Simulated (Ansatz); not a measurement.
## Diamond-structure Si

These are PBE in Ansatz (plane waves, PAW) values and carry that method's errors.

Numerical settings: plane-wave cutoff 520 eV, 12×12×12 k mesh, perturbation theory, force constants from a 4×4×4 q mesh, scalar-relativistic PAW data made under PBE.

Cell: relaxed at this level.

```json
{
 "high_frequency_dielectric_constant": "13.0",
 "TO(Γ) frequency": "503 cm⁻¹",
 "zero_point_energy": "0.060 eV/atom"
}
```

Measured, for comparison: high-frequency dielectric constant 11.8 (300 K, no zero-point or thermal correction, our sources range from 11.7 to 12.1; as tabulated in Skelton et al. (2020), arXiv:2005.00277); zone-centre TO phonon frequency 525 cm⁻¹ (low temperature, zero-point motion not removed; as tabulated in Tanner et al. (2021), arXiv:2110.11888). Computed (rounded) less measured: high-frequency dielectric constant +10 % (+7 % to +11 % over the range), zone-centre TO phonon frequency -4 %.

Ansatz is a quantum-chemistry and plane-wave program.
